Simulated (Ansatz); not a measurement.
**Si₂H₂ (triplet): B2PLYP, RPA-PBE over vertical spin and charge gaps, cc-pVDZ**

Aim: run Si₂H₂ (triplet) with these functionals over vertical spin and charge gaps, and hold them against the top wave-function level at the same points.

Computed with Ansatz 0.2.0, Gaussian basis. Level: cc-pVDZ, all electrons in the functionals, frozen cores in the correlation of double hybrids and RPA.

The runs, in order: B2PLYP, RPA-PBE, at charge 0, triplet; charge 0, singlet; charge 0, quintet; charge 1, doublet; charge 1, quartet.

6 further runs of the same task are left out: 6 set aside as unsound or not needed.

## (1) The system

The geometry is a PBE0/def2-TZVP stationary point (not a proven minimum).

4 atoms, charge 0, spin multiplicity 3.

Atoms are counted from 1 here; the program's logs count them from 0.

Bond lengths: Si1–Si2 2.273 Å, Si1–H3 1.514 Å, Si2–H4 1.514 Å. Angles: Si2–Si1–H3 104.6°, Si1–Si2–H4 104.6°.

As a file:

| atom | x (Å) | y (Å) | z (Å) |
| --- | --- | --- | --- |
| Si1 | 0.0000 | -0.1356 | 1.1285 |
| Si2 | 0.0000 | 0.1356 | -1.1285 |
| H3 | 0.0000 | 1.2734 | 1.6823 |
| H4 | 0.0000 | -1.2734 | -1.6823 |

No dispersion term is added.

The geometry shown and the zero of energy belong to the point charge 0, triplet. The yardstick, RCCSDTQ, and other wave-function levels (R restricted, U unrestricted, valence and pair active spaces) come from earlier runs.

## (2) B2PLYP, charge 0, triplet

in.yaml

```yaml
crystal:
  periodic: [false, false, false]
  atoms:
    - {symbol: Si, position_ang: [0.000000, -0.135595, 1.128508]}
    - {symbol: Si, position_ang: [0.000000, 0.135595, -1.128508]}
    - {symbol: H, position_ang: [0.000000, 1.273421, 1.682307]}
    - {symbol: H, position_ang: [0.000000, -1.273421, -1.682307]}
basis:
  gaussian: {orbitals: cc-pVDZ}
magnetization: {spin_polarized: true, initial_magnetization: 2}
hamiltonian: {xc: {name: B2PLYP}}
correlation: {electrons: outside_noble_gas}
```

Run with:

```console
ansatz run in.yaml --threads 1 --pin off --events-out ev --progress --plain --max-ram 4096MiB --backend cpu
```

What it wrote:

```text
Functional definition: B2PLYP
  name "B2PLYP"
  cite "Grimme, J. Chem. Phys. 124, 034108 (2006) doi:10.1063/1.2148954"
  cite "Becke, Phys. Rev. A 38, 3098 (1988) doi:10.1103/PhysRevA.38.3098"
  cite "Lee, Yang & Parr, Phys. Rev. B 37, 785 (1988) doi:10.1103/PhysRevB.37.785"
  parameter a = 0.53
  parameter c = 0.27
  exchange = (1 - a)*b88_x + a*exact_x
  correlation = (1 - c)*lyp_c + c*(mp2_os + mp2_ss)
456 factors; integrals over basis functions are off by at most 1.2e-3 eV
mean field evaluation 1: about -15775.4154 eV, gradient 4.8e0 eV
mean field evaluation 2: about -15775.4163 eV, gradient 4.8e0 eV
mean field evaluation 4: about -15775.7071 eV, gradient 4.5e-1 eV
mean field evaluation 8: about -15775.7115 eV, gradient 1.3e-2 eV
mean field evaluation 16: about -15775.7115 eV, gradient 1.3e-5 eV
mean field evaluation 32: about -15775.6989 eV, gradient 4.5e-1 eV
mean field -15775.71150975 eV, -579.7467048219 hartree, gradient 3.2e-6 eV, S^2 2.019822; 4 other end points of the search recorded, 0 dependent functions left out
10 core orbitals not correlated: weight in the atoms' cores, before any rotation towards them, 1.000 or more for the frozen orbitals, at most 0.000 for the correlated occupied ones
reference -15775.71164260 eV, -579.7467097040 hartree; 6, 4 occupied and 30, 32 virtual orbitals, 456 factors
second order -5.59391563 eV of doubles, -0.00000000 eV of singles
Total energy: -15777.22199982 eV, -579.8022143081 hartree
```

It took 2 s on 1 thread of AMD EPYC 7R13, shared host.

From the report: ⟨S²⟩ of the determinant 2.020 (pure triplet: 2.00).

## (3) B2PLYP, charge 0, singlet

in.yaml, as its differences from that of step 2:

```diff
@@ -9,3 +9,3 @@
   gaussian: {orbitals: cc-pVDZ}
-magnetization: {spin_polarized: true, initial_magnetization: 2}
+magnetization: {spin_polarized: true, initial_magnetization: 0}
 hamiltonian: {xc: {name: B2PLYP}}
```

Launched as before.

What it wrote, cut to the lines that bear on the results:

```text
Functional definition: B2PLYP
  name "B2PLYP"
  cite "Grimme, J. Chem. Phys. 124, 034108 (2006) doi:10.1063/1.2148954"
  cite "Becke, Phys. Rev. A 38, 3098 (1988) doi:10.1103/PhysRevA.38.3098"
  cite "Lee, Yang & Parr, Phys. Rev. B 37, 785 (1988) doi:10.1103/PhysRevB.37.785"
[...]
456 factors; integrals over basis functions are off by at most 1.2e-3 eV
[...]
mean field -15775.67469440 eV, -579.7453518829 hartree, gradient 2.0e-6 eV, S^2 1.131035; 8 other end points of the search recorded, 0 dependent functions left out
10 core orbitals not correlated: weight in the atoms' cores, before any rotation towards them, 1.000 or more for the frozen orbitals, at most 0.000 for the correlated occupied ones
reference -15775.67482739 eV, -579.7453567703 hartree; 5, 5 occupied and 31, 31 virtual orbitals, 456 factors
second order -5.24056398 eV of doubles, -0.00000000 eV of singles
Total energy: -15777.08977967 eV, -579.7973553073 hartree
```

It took 7 s on 1 thread of AMD EPYC 7R13, shared host.

From the report: ⟨S²⟩ of the determinant 1.131 (pure singlet: 0.00). The determinant is far from a pure spin state, so its energy mixes those of several spin states (harmless only where they are near-degenerate, as at dissociation).

From charge 0, triplet: +0.132 eV.

## (4) B2PLYP, charge 0, quintet

in.yaml, as its differences from that of step 3:

```diff
@@ -9,3 +9,3 @@
   gaussian: {orbitals: cc-pVDZ}
-magnetization: {spin_polarized: true, initial_magnetization: 0}
+magnetization: {spin_polarized: true, initial_magnetization: 4}
 hamiltonian: {xc: {name: B2PLYP}}
```

Launched as before.

What it wrote, cut to the lines that bear on the results:

```text
Functional definition: B2PLYP
  name "B2PLYP"
  cite "Grimme, J. Chem. Phys. 124, 034108 (2006) doi:10.1063/1.2148954"
  cite "Becke, Phys. Rev. A 38, 3098 (1988) doi:10.1103/PhysRevA.38.3098"
  cite "Lee, Yang & Parr, Phys. Rev. B 37, 785 (1988) doi:10.1103/PhysRevB.37.785"
[...]
456 factors; integrals over basis functions are off by at most 1.2e-3 eV
[...]
mean field -15773.33349366 eV, -579.6593143424 hartree, gradient 9.1e-6 eV, S^2 6.005606; 0 other end points of the search recorded, 0 dependent functions left out
10 core orbitals not correlated: weight in the atoms' cores, before any rotation towards them, 1.000 or more for the frozen orbitals, at most 0.000 for the correlated occupied ones
reference -15773.33362558 eV, -579.6593191906 hartree; 7, 3 occupied and 29, 33 virtual orbitals, 456 factors
second order -4.39751098 eV of doubles, -0.00000000 eV of singles
Total energy: -15774.52095355 eV, -579.7029526885 hartree
```

Run time: 1.2 s. Hardware: 1 thread of AMD EPYC 7R13, shared host.

From the report: ⟨S²⟩ of the determinant 6.006 (pure quintet: 6.00).

From charge 0, triplet: +2.701 eV.

## (5) B2PLYP, charge 1, doublet

in.yaml, as its differences from that of step 4:

```diff
@@ -9,3 +9,4 @@
   gaussian: {orbitals: cc-pVDZ}
-magnetization: {spin_polarized: true, initial_magnetization: 4}
+total_charge: 1
+magnetization: {spin_polarized: true, initial_magnetization: 1}
 hamiltonian: {xc: {name: B2PLYP}}
```

The command is unchanged.

What it wrote, cut to the lines that bear on the results:

```text
Functional definition: B2PLYP
  name "B2PLYP"
  cite "Grimme, J. Chem. Phys. 124, 034108 (2006) doi:10.1063/1.2148954"
  cite "Becke, Phys. Rev. A 38, 3098 (1988) doi:10.1103/PhysRevA.38.3098"
  cite "Lee, Yang & Parr, Phys. Rev. B 37, 785 (1988) doi:10.1103/PhysRevB.37.785"
[...]
456 factors; integrals over basis functions are off by at most 1.2e-3 eV
[...]
mean field -15767.75116547 eV, -579.4541675654 hartree, gradient 3.6e-6 eV, S^2 1.167817; 8 other end points of the search recorded, 0 dependent functions left out
10 core orbitals not correlated: weight in the atoms' cores, before any rotation towards them, 1.000 or more for the frozen orbitals, at most 0.000 for the correlated occupied ones
reference -15767.75129402 eV, -579.4541722897 hartree; 5, 4 occupied and 31, 32 virtual orbitals, 456 factors
second order -5.02405166 eV of doubles, -0.00000000 eV of singles
Total energy: -15769.10778797 eV, -579.5040225228 hartree
```

It took 4.6 s on 1 thread of AMD EPYC 7R13, shared host.

From the report: ⟨S²⟩ of the determinant 1.168 (pure doublet: 0.75).

From charge 0, triplet: +8.114 eV.

## (6) B2PLYP, charge 1, quartet

in.yaml, as its differences from that of step 5:

```diff
@@ -10,3 +10,3 @@
 total_charge: 1
-magnetization: {spin_polarized: true, initial_magnetization: 1}
+magnetization: {spin_polarized: true, initial_magnetization: 3}
 hamiltonian: {xc: {name: B2PLYP}}
```

The command is unchanged.

What it wrote, cut to the lines that bear on the results:

```text
Functional definition: B2PLYP
  name "B2PLYP"
  cite "Grimme, J. Chem. Phys. 124, 034108 (2006) doi:10.1063/1.2148954"
  cite "Becke, Phys. Rev. A 38, 3098 (1988) doi:10.1103/PhysRevA.38.3098"
  cite "Lee, Yang & Parr, Phys. Rev. B 37, 785 (1988) doi:10.1103/PhysRevB.37.785"
[...]
456 factors; integrals over basis functions are off by at most 1.2e-3 eV
[...]
mean field -15766.99005182 eV, -579.4261971546 hartree, gradient 4.0e-6 eV, S^2 3.753529; 2 other end points of the search recorded, 0 dependent functions left out
10 core orbitals not correlated: weight in the atoms' cores, before any rotation towards them, 1.000 or more for the frozen orbitals, at most 0.000 for the correlated occupied ones
reference -15766.99018203 eV, -579.4262019397 hartree; 6, 3 occupied and 30, 33 virtual orbitals, 456 factors
second order -4.36626575 eV of doubles, -0.00000000 eV of singles
Total energy: -15768.16907378 eV, -579.4695254125 hartree
```

Run time: 1.5 s. Hardware: 1 thread of AMD EPYC 7R13, shared host.

From the report: ⟨S²⟩ of the determinant 3.754 (pure quartet: 3.75).

From charge 0, triplet: +9.053 eV.

## (7) RPA-PBE, charge 0, triplet

in.yaml, as its differences from that of step 6:

```diff
@@ -9,5 +9,4 @@
   gaussian: {orbitals: cc-pVDZ}
-total_charge: 1
-magnetization: {spin_polarized: true, initial_magnetization: 3}
-hamiltonian: {xc: {name: B2PLYP}}
-correlation: {electrons: outside_noble_gas}
+magnetization: {spin_polarized: true, initial_magnetization: 2}
+hamiltonian: {xc: {name: PBE}}
+correlation: {method: rpa, electrons: outside_noble_gas}
```

Same command.

What it wrote, cut to the lines that bear on the results:

```text
Functional definition: PBE
  name "PBE"
  cite "Perdew, Burke & Ernzerhof, Phys. Rev. Lett. 77, 3865 (1996) doi:10.1103/PhysRevLett.77.3865"
  parent pbe
[...]
456 factors; integrals over basis functions are off by at most 1.2e-3 eV
[...]
mean field -15776.15730050 eV, -579.7630873300 hartree, gradient 4.3e-6 eV, S^2 2.005084; 3 other end points of the search recorded, 0 dependent functions left out
10 core orbitals not correlated: weight in the atoms' cores, before any rotation towards them, 1.000 or more for the frozen orbitals, at most 0.000 for the correlated occupied ones
reference -15752.57465572 eV, -578.8964411191 hartree; 6, 4 occupied and 30, 32 virtual orbitals, 456 factors
Total energy: -15761.63402687 eV, -579.2293668681 hartree
```

Wall time 1.6 s (1 thread of AMD EPYC 7R13, shared host).

From the report: ⟨S²⟩ of the determinant 2.005 (pure triplet: 2.00).

## (8) RPA-PBE, charge 0, singlet

in.yaml, as its differences from that of step 7:

```diff
@@ -9,3 +9,3 @@
   gaussian: {orbitals: cc-pVDZ}
-magnetization: {spin_polarized: true, initial_magnetization: 2}
+magnetization: {spin_polarized: true, initial_magnetization: 0}
 hamiltonian: {xc: {name: PBE}}
```

The command is unchanged.

What it wrote, cut to the lines that bear on the results:

```text
Functional definition: PBE
  name "PBE"
  cite "Perdew, Burke & Ernzerhof, Phys. Rev. Lett. 77, 3865 (1996) doi:10.1103/PhysRevLett.77.3865"
  parent pbe
[...]
456 factors; integrals over basis functions are off by at most 1.2e-3 eV
[...]
mean field -15776.11123500 eV, -579.7613944541 hartree, gradient 8.9e-6 eV, S^2 0.846429; 17 other end points of the search recorded, 0 dependent functions left out
10 core orbitals not correlated: weight in the atoms' cores, before any rotation towards them, 1.000 or more for the frozen orbitals, at most 0.000 for the correlated occupied ones
reference -15752.20056825 eV, -578.8826936582 hartree; 5, 5 occupied and 31, 31 virtual orbitals, 456 factors
Total energy: -15761.56806552 eV, -579.2269428333 hartree
```

Run time: 9.5 s. Hardware: 1 thread of AMD EPYC 7R13, shared host.

From the report: ⟨S²⟩ of the determinant 0.846 (pure singlet: 0.00). The determinant is far from a pure spin state, so its energy mixes those of several spin states (harmless only where they are near-degenerate, as at dissociation).

From charge 0, triplet: +0.066 eV.

## (9) RPA-PBE, charge 0, quintet

in.yaml, as its differences from that of step 8:

```diff
@@ -9,3 +9,3 @@
   gaussian: {orbitals: cc-pVDZ}
-magnetization: {spin_polarized: true, initial_magnetization: 0}
+magnetization: {spin_polarized: true, initial_magnetization: 4}
 hamiltonian: {xc: {name: PBE}}
```

The command is unchanged.

What it wrote, cut to the lines that bear on the results:

```text
Functional definition: PBE
  name "PBE"
  cite "Perdew, Burke & Ernzerhof, Phys. Rev. Lett. 77, 3865 (1996) doi:10.1103/PhysRevLett.77.3865"
  parent pbe
[...]
456 factors; integrals over basis functions are off by at most 1.2e-3 eV
[...]
mean field -15773.47852437 eV, -579.6646441229 hartree, gradient 7.9e-6 eV, S^2 6.005644; 4 other end points of the search recorded, 0 dependent functions left out
10 core orbitals not correlated: weight in the atoms' cores, before any rotation towards them, 1.000 or more for the frozen orbitals, at most 0.000 for the correlated occupied ones
reference -15751.17471993 eV, -578.8449944276 hartree; 7, 3 occupied and 29, 33 virtual orbitals, 456 factors
Total energy: -15758.90111212 eV, -579.1289341034 hartree
```

Run time: 2.6 s. Hardware: 1 thread of AMD EPYC 7R13, shared host.

From the report: ⟨S²⟩ of the determinant 6.006 (pure quintet: 6.00).

From charge 0, triplet: +2.733 eV.

## (10) RPA-PBE, charge 1, doublet

in.yaml, as its differences from that of step 9:

```diff
@@ -9,3 +9,4 @@
   gaussian: {orbitals: cc-pVDZ}
-magnetization: {spin_polarized: true, initial_magnetization: 4}
+total_charge: 1
+magnetization: {spin_polarized: true, initial_magnetization: 1}
 hamiltonian: {xc: {name: PBE}}
```

Launched as before.

What it wrote, cut to the lines that bear on the results:

```text
Functional definition: PBE
  name "PBE"
  cite "Perdew, Burke & Ernzerhof, Phys. Rev. Lett. 77, 3865 (1996) doi:10.1103/PhysRevLett.77.3865"
  parent pbe
[...]
456 factors; integrals over basis functions are off by at most 1.2e-3 eV
[...]
mean field -15768.10559884 eV, -579.4671927516 hartree, gradient 1.2e-6 eV, S^2 0.753830; 8 other end points of the search recorded, 0 dependent functions left out
10 core orbitals not correlated: weight in the atoms' cores, before any rotation towards them, 1.000 or more for the frozen orbitals, at most 0.000 for the correlated occupied ones
reference -15744.55684509 eV, -578.6017920129 hartree; 5, 4 occupied and 31, 32 virtual orbitals, 456 factors
Total energy: -15753.66922407 eV, -578.9366657639 hartree
```

It took 3 s on 1 thread of AMD EPYC 7R13, shared host.

From the report: ⟨S²⟩ of the determinant 0.754 (pure doublet: 0.75).

From charge 0, triplet: +7.965 eV.

## (11) RPA-PBE, charge 1, quartet

in.yaml, as its differences from that of step 10:

```diff
@@ -10,3 +10,3 @@
 total_charge: 1
-magnetization: {spin_polarized: true, initial_magnetization: 1}
+magnetization: {spin_polarized: true, initial_magnetization: 3}
 hamiltonian: {xc: {name: PBE}}
```

Launched as before.

What it wrote, cut to the lines that bear on the results:

```text
Functional definition: PBE
  name "PBE"
  cite "Perdew, Burke & Ernzerhof, Phys. Rev. Lett. 77, 3865 (1996) doi:10.1103/PhysRevLett.77.3865"
  parent pbe
[...]
456 factors; integrals over basis functions are off by at most 1.2e-3 eV
[...]
mean field -15767.03509573 eV, -579.4278524878 hartree, gradient 4.4e-7 eV, S^2 3.752989; 4 other end points of the search recorded, 0 dependent functions left out
10 core orbitals not correlated: weight in the atoms' cores, before any rotation towards them, 1.000 or more for the frozen orbitals, at most 0.000 for the correlated occupied ones
reference -15744.72658941 eV, -578.6080300016 hartree; 6, 3 occupied and 30, 33 virtual orbitals, 456 factors
Total energy: -15752.47865777 eV, -578.8929132596 hartree
```

Wall time 2.6 s (1 thread of AMD EPYC 7R13, shared host).

From the report: ⟨S²⟩ of the determinant 3.753 (pure quartet: 3.75).

From charge 0, triplet: +9.155 eV.

## (12) Against the wave-function levels

The yardstick is RCCSDTQ, where the cluster series has nearly closed. It comes from earlier runs at the same points. Energies in eV, counted from charge 0, triplet; blanks weren't run or aren't comparable.

| level | triplet to singlet | triplet to quintet | ionisation to the doublet cation | ionisation to the quartet cation |
| --- | --- | --- | --- | --- |
| RCCSDTQ | 0.091 | 2.543 | 7.852 | 8.981 |
| B2PLYP | 0.132 | 2.701 | 8.114 | 9.053 |
| RPA-PBE | 0.066 | 2.733 | 7.965 | 9.155 |

Largest miss and mean time a point (RCCSDTQ took 40 s a point; shared hosts):

```csv
level,largest miss (eV),where,time a point
B2PLYP,+0.263,ionisation to the doublet cation,3.3 s
RPA-PBE,+0.190,triplet to quintet,3.9 s
```

## (13) What came out

| quantity | value |
| --- | --- |
| triplet to singlet, RCCSDTQ | 0.091 eV |
| triplet to quintet, RCCSDTQ | 2.543 eV |
| ionisation to the doublet cation, RCCSDTQ | 7.852 eV |
| ionisation to the quartet cation, RCCSDTQ | 8.981 eV |
| largest miss, B2PLYP | +0.263 eV (ionisation to the doublet cation) |
| largest miss, RPA-PBE | +0.190 eV (triplet to quintet) |

What this shows: Of the functionals, RPA-PBE keep the smallest largest miss at the points compared (at most 0.190 eV) and B2PLYP strays most (0.263 eV, at ionisation to the doublet cation). B2PLYP, RPA-PBE clearly break the spin symmetry at some points (⟨S²⟩ up to 1.13 above the pure value), so energy there is bought with a mixed spin. Functionals and the yardstick converge differently with the basis, so part of each miss in cc-pVDZ is the basis.
